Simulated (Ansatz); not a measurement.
# Si2H4F+: one structure at several levels

One table from this session's results is given with a row withheld; the runs are named, their logs left out.

The runs use Ansatz 0.2.0, Gaussian basis; single points in def2-TZVPP.

Correlated methods freeze the cores.

## Where the work starts

SMILES `F[SiH2][SiH2+]`, 7 atoms, charge 1, spin multiplicity 1.

Atoms are counted from 1 here; the program's logs count them from 0.

Bond lengths: F1–Si2 1.559 Å, Si2–Si3 2.311 Å, Si2–H4 1.462 Å, Si2–H5 1.586 Å, Si3–H6 1.385 Å, Si3–H7 1.484 Å. Angles: F1–Si2–Si3 101.9°, F1–Si2–H4 106.8°, F1–Si2–H5 109.4°, Si3–Si2–H4 111.4°, Si3–Si2–H5 108.5°, H4–Si2–H5 117.6°, Si2–Si3–H6 131.3°, Si2–Si3–H7 124.4°, H6–Si3–H7 103.3°.

Geometry (Å):

```xyz
7
FH4Si2
F    -1.90780   -0.46830    0.26430
Si   -0.76860   -0.03790   -0.70970
Si    1.03610    0.15440    0.72030
H    -0.58340   -1.13600   -1.65640
H    -1.09500    1.39670   -1.30210
H     1.51440    1.23050    1.45020
H     1.80240   -0.99460    1.26370
```

Set-up of the first run:

The input, run/in.yaml:

```yaml
crystal:
  periodic: [false, false, false]
  atoms:
    - {symbol: F, position_ang: [-1.907800, -0.468300, 0.264300]}
    - {symbol: Si, position_ang: [-0.768600, -0.037900, -0.709700]}
    - {symbol: Si, position_ang: [1.036100, 0.154400, 0.720300]}
    - {symbol: H, position_ang: [-0.583400, -1.136000, -1.656400]}
    - {symbol: H, position_ang: [-1.095000, 1.396700, -1.302100]}
    - {symbol: H, position_ang: [1.514400, 1.230500, 1.450200]}
    - {symbol: H, position_ang: [1.802400, -0.994600, 1.263700]}
basis:
  gaussian: {orbitals: def2-TZVPP}
total_charge: 1
correlation: {method: ccsd_t}
output: {forces: true}
```

No record of the launch command was kept for these runs.

Among the steps run: CCSD(T)/def2-TZVPP; PBE0-D4/def2-TZVPP; wB97M-V/def2-TZVPP; r2SCAN-D4/def2-TZVPP; PBE-D4/def2-TZVPP; r2SCAN0-D4/def2-TZVPP; BHLYP-D4/def2-TZVPP.

One of the session's tables, all rows but one given; the rest of the session is left out.

| method | RMS force component (eV/Å) | angle to CCSD(T) forces (°) |
| --- | --- | --- |
| CCSD(T) | 1.051 | reference |
| PBE0-D4 | 1.023 | 5.1 |
| wB97M-V | 1.058 | 3.2 |
| r2SCAN-D4 | 1.023 | 5.1 |
| PBE-D4 | 1.083 | 14.8 |
| r2SCAN0-D4 | ? | ? |
| BHLYP-D4 | 1.034 | 9.2 |

Estimate the missing values for r2SCAN0-D4.

As computed: RMS force component (eV/Å): 1.009; angle to CCSD(T) forces (°): 6.3. In the column «RMS force component (eV/Å)» it is the lowest.
